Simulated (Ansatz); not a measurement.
**C2HSi (doublet): wave-function methods side by side, def2-QZVPP**

One table from this session's results is given with a row withheld; the runs are named, their logs left out.

Program: Ansatz 0.2.0, Gaussian basis. Level of theory: def2-QZVPP, core rule «outside noble gas», up to 7 orbitals frozen. These are calculated values, not measurements.

The runs, in order: UHF; ROHF; CCSD(T) on UHF.

2 further runs of the same task are left out: 2 set aside as unsound or not needed.

### The geometry

The geometry is a PBE0/def2-TZVP stationary point (not a proven minimum).

4 atoms, charge 0, spin multiplicity 2.

Atoms are counted from 1 here; the program's logs count them from 0.

Bond lengths: C1–C2 1.222 Å, C1–H4 1.067 Å, C2–Si3 1.799 Å. Angles: C2–C1–H4 180.0°, C1–C2–Si3 180.0°.

Set-up of the first run:

File in.yaml:

```yaml
crystal:
  periodic: [false, false, false]
  atoms:
    - {symbol: C, position_ang: [0.000000, 0.000000, 0.794175]}
    - {symbol: C, position_ang: [0.000000, 0.000000, -0.427825]}
    - {symbol: Si, position_ang: [0.000000, 0.000000, -2.227125]}
    - {symbol: H, position_ang: [0.000000, 0.000000, 1.860775]}
basis:
  gaussian: {orbitals: "def2-QZVPP.json"}
magnetization: {spin_polarized: true, initial_magnetization: 1}
hamiltonian: {xc: hf}
output: {orbitals: {seedname: orbitals}}
```

Launch:

```sh
$ ansatz run in.yaml --threads 1 --pin off --events-out ev --progress --plain --max-ram 2393MiB
```

Among the steps run: UHF; ROHF; CCSD(T) on UHF.

One of the session's tables, all rows but one given; the rest of the session is left out.

```
  method  from UCCSD(T) (meV)
    ROHF                    ?
     UHF             +11807.7
    UMP2              +1404.1
   UCCSD               +654.9
UCCSD(T)                    0
```

Q: Estimate the row for ROHF from the others.

The run gave: from UCCSD(T) (meV): +12042.7. In the column «from UCCSD(T) (meV)» it is the highest.
